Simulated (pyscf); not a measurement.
Structures and frequencies: ωB97X-D3(BJ)/def2-SVP in PySCF.

Q: F–Mo(F)(F)(F)(SH)–Cl (SMILES [F][Mo]([F])([F])([F])([SH])[Cl]) -> F–Mo(F)(F)(F)=S (SMILES [F][Mo]([F])([F])([F])=[S]) + HCl (SMILES Cl)
Surface: singlet. Broken: H–S, Cl–Mo. Formed: Cl–H. Give ΔE‡ and ΔE from ωB97M-D3(BJ)/def2-TZVP, relative to the reactant's lowest minimum found.

A: ΔE‡ = 16.6 kcal/mol, ΔE = -19.0 kcal/mol. Zero-point energy shifts the barrier by -2.7 kcal/mol. It is an elimination, with an imaginary mode of 1035i cm⁻¹. On the reactant side the descent ends in a point that may be a rotor saddle (no frequency run), 1.2 kcal/mol over the lowest minimum found and 16.4 kcal/mol under the saddle at ωB97X-D3(BJ)/def2-TZVP. This is the saddle that the search found; another between the same sides may lie lower. Elements past Kr carry the def2 core potentials, without spin-orbit coupling.
